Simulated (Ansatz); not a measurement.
**CF radical: small, medium and large basis sets**

One table from this session's results is given with a row withheld; the runs are named, their logs left out.

The runs use Ansatz 0.2.0, Gaussian basis; one geometry, several basis sets.

Plan: PBE0-D4/def2-SVP; ωB97M-V/def2-SVP; PBE0-D4/def2-QZVPP; ωB97M-V/def2-QZVPP; CCSD(T)/cc-pV(D+d)Z; CCSD(T)/cc-pV(T+d)Z; CCSD(T)/cc-pV(Q+d)Z; the functionals' def2-TZVPP values are taken from earlier runs.

## The relaxed structure

All runs share one geometry, relaxed beforehand with PBE0-D4 in a triple-zeta def2 set.

SMILES `[C]F`, 2 atoms, charge 0, spin multiplicity 2.

Atoms are counted from 1 here; the program's logs count them from 0.

Bond lengths: C1–F2 1.268 Å.

Coordinates:

```xyz
2

C     0.0000    0.0000    0.0030
F     0.0000    0.0000    1.2714
```

Set-up of the first run:

Input file in.yaml:

```yaml
crystal:
  periodic: [false, false, false]
  atoms:
    - {symbol: C, position_ang: [0.000000, 0.000000, 0.003049]}
    - {symbol: F, position_ang: [-0.000000, -0.000000, 1.271351]}
basis:
  gaussian: {orbitals: def2-SVP}
magnetization: {spin_polarized: true, initial_magnetization: 1}
hamiltonian: {xc: pbe0, dispersion: d4}
output: {orbitals: {seedname: orbitals}}
```

Command:

```console
$ ansatz run in.yaml --threads 2 --pin off --events-out ev --progress --plain --max-ram 32768MiB --backend cpu
```

Among the steps run: PBE0-D4 in def2-SVP; ωB97M-V in def2-SVP; PBE0-D4 in def2-QZVPP; ωB97M-V in def2-QZVPP.

One of the session's tables, all rows but one given; the rest of the session is left out.

It belongs to the step «Functionals by basis». 

```
functional       basis  HOMO (eV)  LUMO (eV)
   PBE0-D4    def2-SVP          ?          ?
   PBE0-D4  def2-TZVPP      -6.23      -2.74
   PBE0-D4  def2-QZVPP      -6.25      -2.77
   ωB97M-V    def2-SVP      -8.18      -0.06
   ωB97M-V  def2-TZVPP      -8.33      -0.30
   ωB97M-V  def2-QZVPP      -8.35      -0.37
```

**Question.** Estimate the row for PBE0-D4, def2-SVP.

As computed: HOMO (eV): -6.11; LUMO (eV): -2.62. In the column «HOMO (eV)» it is the highest.
